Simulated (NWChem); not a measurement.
## A calculation on H2Si

```xyz
3

Si     0.0000     0.0000     0.1341
H      1.0961     0.0000    -0.9390
H     -1.0961     0.0000    -0.9390
```
Charge 0, spin multiplicity 1.

Everything below was run with NWChem. Structure: optimised with PBE0/def2-SVP, a minimum by its harmonic frequencies.

Symmetry labels belong to the abelian group C2v used in the runs, with the axes of the coordinates shown.

The structure started from a generated list of species.

Problem. List the lowest 4 singlet excitations that CIS/def2-SVPD gives, with oscillator strengths.

Solution. 
| state | symmetry | energy (eV) | wavelength (nm) | f |
|---|---|---|---|---|
| 1 | b2 | 2.61 | 475 | 0.030 |
| 2 | a2 | 5.22 | 238 | 0.000 |
| 3 | a1 | 6.73 | 184 | 0.206 |
| 4 | b1 | 7.30 | 170 | 0.367 |
